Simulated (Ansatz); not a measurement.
Geometry optimisation, RKS BLYP-D4/def2-SVP (Ansatz).

The input (input.yaml):

```yaml
crystal:
  periodic: [false, false, false]
  atoms:
    - { symbol: Si, position_ang: [0.012844, -0.046368, -1.125896] }
    - { symbol: O, position_ang: [0.831507, 0.256147, 1.59749] }
    - { symbol: Si, position_ang: [-0.132852, -0.513197, 2.779852] }
    - { symbol: H, position_ang: [-0.874327, -1.688142, 2.211526] }
    - { symbol: H, position_ang: [0.72383, -0.981148, 3.922429] }
    - { symbol: H, position_ang: [-1.082308, 0.541065, 3.24597] }
    - { symbol: H, position_ang: [1.471509, -0.310621, 1.092245] }
    - { symbol: H, position_ang: [-0.576667, 1.381924, -1.252498] }
    - { symbol: H, position_ang: [-1.331937, -0.620359, -0.594817] }
basis:
  gaussian: { orbitals: def2-SVP }
hamiltonian:
  xc: blyp
  dispersion: d4
relax:
  f_tol: 0.03
  max_steps: 50
output:
  orbitals: {}
```

Run as:

```bash
$ ansatz run input.yaml --threads 1 --pin off --max-ram 2048MiB --backend cpu --events-out ev --progress --plain --runs-dir out
```

**Question.** Where does it end, and by what steps?

**Answer.** The forces met the threshold. After 11 steps the energy has fallen by 0.489 eV; H8 moved furthest, 0.92 Å. Joined: Si1–O2 (2.86 → 2.09 Å).

```tsv
step	energy less start (eV)	largest force component (eV/Å)	accepted
0	0.0000	0.881	yes
1	-0.1836	1.009	yes
2	-0.3094	0.963	yes
3	-0.3917	1.081	yes
4	-0.4386	0.195	yes
5	-0.4519	0.647	yes
6	-0.4714	0.322	yes
7	-0.4778	0.196	yes
8	-0.4818	0.149	yes
9	-0.4864	0.300	yes
10	-0.4885	0.034	yes
11	-0.4886	0.016	yes
```

```xyz
9
Properties=species:S:1:pos:R:3
Si -0.005 0.099 -0.780
O 0.806 -0.122 1.132
Si -0.222 -0.493 2.485
H -0.857 -1.830 2.296
H 0.674 -0.511 3.689
H -1.211 0.614 2.543
H 1.693 -0.528 1.099
H -0.589 1.459 -0.337
H -1.249 -0.667 -0.250
```

Time of the run: 46 s on 1 thread of Arm Neoverse N1, with other jobs on the host, peak memory 0.14 GiB.
